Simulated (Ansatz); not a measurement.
```yaml
crystal:
  periodic: [false, false, false]
  atoms:
    - {symbol: N, position_ang: [-1.190076, 0.963027, -1.243416]}
    - {symbol: Al, position_ang: [0.095016, 0.962166, -0.029359]}
    - {symbol: Si, position_ang: [0.801642, -1.201373, 0.879814]}
    - {symbol: H, position_ang: [-1.654480, 0.138956, -1.589827]}
    - {symbol: H, position_ang: [-1.563380, 1.786271, -1.688857]}
    - {symbol: H, position_ang: [0.701338, 2.368348, 0.386260]}
    - {symbol: H, position_ang: [2.247178, -1.462708, 0.617435]}
    - {symbol: H, position_ang: [0.034239, -2.337476, 0.291494]}
    - {symbol: H, position_ang: [0.617023, -1.263412, 2.359258]}
basis:
  gaussian: {orbitals: def2-mTZVP}
total_charge: 1
magnetization: {spin_polarized: true, initial_magnetization: 1}
hamiltonian: {xc: {name: HF}}
correlation: {active_space: {window: {electrons: 6, orbitals: 2}}}
accuracy: high
```

```sh
$ ansatz run in.yaml --threads 2 --pin off --events-out ev --progress --plain --max-ram 4352MiB
```

How does Ansatz answer? (An estimate is asked.)

Computed: The input was rejected before any iteration.
```
Error: invalid value for `correlation.active_space`: it starts from restricted Hartree–Fock orbitals; set hamiltonian.xc: hf without magnetization.spin_polarized
```
